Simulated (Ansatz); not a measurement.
Harmonic frequencies (cm⁻¹) at PBE0-D4/def2-TZVP from Ansatz: 164, 193, 217, 310, 389, 475, 582, 669, 682, 708, 911, 981, 1095, 1253, 1273, 1414, 2236, 2714, 3101, 3481, 3839.

Each molecule was computed in one conformer, which needn't be the lowest.

(1) Which molecule is it?
A. `C#CSCO`
B. `C#CC(O)S`
C. `C=CC(O)=S`
D. `O=C1CSC1`

Answers

(1) B.
